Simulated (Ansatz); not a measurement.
Input file:

```yaml
crystal:
  periodic: [false, false, false]
  atoms:
    - {symbol: Li, position_ang: [0.000000, 0.000000, 2.328933]}
    - {symbol: Mg, position_ang: [0.000000, 0.000000, -0.460967]}
    - {symbol: H, position_ang: [0.000000, 0.000000, -1.867967]}
basis:
  gaussian: {orbitals: cc-pVTZ}
correlation: {method: fci, electrons: outside_noble_gas}
```

```sh
$ ansatz run in.yaml --threads 1 --pin off --events-out ev --progress --plain --max-ram 2393MiB
```

Output:

```
871 factors; integrals over basis functions are off by at most 1.9e-7 eV
mean field evaluation 1: about -5648.2336 eV, gradient 7.3e0 eV
mean field evaluation 2: about -5648.2512 eV, gradient 7.4e0 eV
mean field evaluation 4: about -5648.6940 eV, gradient 3.9e-1 eV
mean field evaluation 8: about -5648.6957 eV, gradient 3.2e-4 eV
mean field -5648.69573650 eV, -207.5857394928 hartree, gradient 3.2e-6 eV, S^2 0.000000; 0 other end points of the search recorded, 0 dependent functions left out; unrestricted orbitals would lower it
6 core orbitals not correlated: weight in the atoms' cores, before any rotation towards them, 1.000 or more for the frozen orbitals, at most 0.000 for the correlated occupied ones
reference -5648.69573650 eV, -207.5857394928 hartree; 2, 2 occupied and 70, 70 virtual orbitals, 871 factors
state -5650.70168756 eV, -207.6594568347 hartree
Total energy: -5650.70168756 eV, -207.6594568347 hartree
```

Natural occupations: 1.9482 1.8529 0.0526 0.0526 0.0298 0.0207 0.0108 0.0108 0.0088 0.0053 0.0016 0.0016 0.0007 0.0004 0.0004 0.0003 0.0003 0.0003 0.0002 0.0002 0.0002 0.0002 0.0002 0.0002.

Ran on 1 thread of Arm Neoverse V2, shared host: 15 s wall, 0.35 GiB peak host memory.
